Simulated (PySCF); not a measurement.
Dissociation curve of SMILES C=O. The C1–O4 bond (C1 also carries H, H; O4 carries nothing else) is varied alone, starting from the PBE0/def2-TZVP optimised geometry.

Method: CCSD(T) on UHF/6-31G, 2 core orbitals frozen in PySCF.

Question: Relative to R = 1.26 Å, what are the energies at R = 1.20, 1.49, 2.95, 3.24 Å?

Answer: 2.1 kcal/mol at 1.20 Å, 27.3 kcal/mol at 1.49 Å, 142.8 kcal/mol at 2.95 Å, 143.5 kcal/mol at 3.24 Å.

The unrestricted determinant behind UCCSD(T) is spin-contaminated at 1.23 to 4.14 Å (<S²> up to 2.0, against 0.00 for a pure singlet).
